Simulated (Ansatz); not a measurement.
# Iridium, fcc under RPBE: from relaxation to bulk modulus

What does RPBE give for iridium in the fcc structure? We relax it, solve it on a dense k-mesh, switch on spin-orbit coupling, then scale the cell to 7 volumes from 88 to 112 % of the relaxed one and try a fit of the equation of state. The k-meshes are 14×14×14 for the relaxation; 23×23×23 for the dense run; 14×14×14 for spin-orbit coupling; 23×23×23 for the volumes. It starts from a deposited cell (COD).

Program: Ansatz 0.2.0. Level of theory: DFT RPBE, plane waves (420 eV) with PAW, scalar-relativistic; PAW files made under PBE, frozen cores solved again for the functional. These are calculated values, not measurements.

**1. Starting point**

The structure is cubic, space group Fm-3m (No. 225). Conventional cell: a = 3.839 Å, b = 3.839 Å, c = 3.839 Å, α = 90.00°, β = 90.00°, γ = 90.00°. Around Ir (site symmetry m-3m) lie 12 Ir at 2.71 Å.

Structure file:

```cif
data_structure
_symmetry_space_group_name_H-M 'Fm-3m'
_symmetry_Int_Tables_number 225
_cell_length_a 3.8394
_cell_length_b 3.8394
_cell_length_c 3.8394
_cell_angle_alpha 90.000
_cell_angle_beta 90.000
_cell_angle_gamma 90.000
_cell_volume 56.60
loop_
_atom_site_label
_atom_site_type_symbol
_atom_site_symmetry_multiplicity
_atom_site_Wyckoff_symbol
_atom_site_fract_x
_atom_site_fract_y
_atom_site_fract_z
_atom_site_occupancy
Ir1 Ir 4 a 0.00000 0.00000 0.00000 1
```

**2. Geometry optimisation**

input.yaml

```yaml
crystal:
  lattice:
    - [0.0, 1.9197, 1.9197]
    - [1.9197, 0.0, 1.9197]
    - [1.9197, 1.9197, 0.0]
  atoms:
    - { symbol: Ir, position: [0.0, 0.0, 0.0] }
hamiltonian:
  xc: rpbe
  pseudopotentials:
    kind: paw
    azcp:
      Ir: "pseudopotentials/Ir.paw.azcp"
basis:
  ecutwfc: 420
  fft_grid_basis: typed
kpoints:
  mp_grid: { grid: [14, 14, 14], shift: [0, 0, 0] }
magnetization:
  spin_polarized: false
scf:
  occupations: { method: fermi_dirac, width: 0.1 }
relax:
  max_steps: 60
  f_tol: 0.01
  cell: {}
```

Further steps of the session: The energy on a finer k-mesh; With spin-orbit coupling; Volume × 0.88; Volume × 0.92; Volume × 0.96; Volume × 1.0; Volume × 1.04; Volume × 1.08; Volume × 1.12.

Before running it: what results should come out? Wanted: space group; conventional cell; volume; shortest distance; gap on the mesh; V₀, B₀, B₀′.

As calculated:

| quantity | value |
| --- | --- |
| space group (spins left aside) | Fm-3m (No. 225) |
| conventional cell | a = 3.888 Å |
| volume | 14.693 Å³/atom |
| shortest distance | 2.749 Å |
| against the deposited volume | +3.8 % (14.149 Å³/atom) |
| gap on the mesh | none (levels filled in part) |
| V₀, B₀, B₀′ | 14.668 Å³/atom, 332 GPa, 5.1 |

What this shows: Against experiment, RPBE misses the volume by +3.8 %. Cells that are too large are usual for this functional. Zero-point motion and any thermal expansion in the deposited cell, which the calculation lacks, would widen the miss. No gap shows: it is a metal or semimetal at this level. Totals with and without spin-orbit coupling (-31.8 eV/atom apart) can't be read as binding, since the two-component data shift the zero of energy. B₀ comes out at 332 GPa, among the stiffest elements.
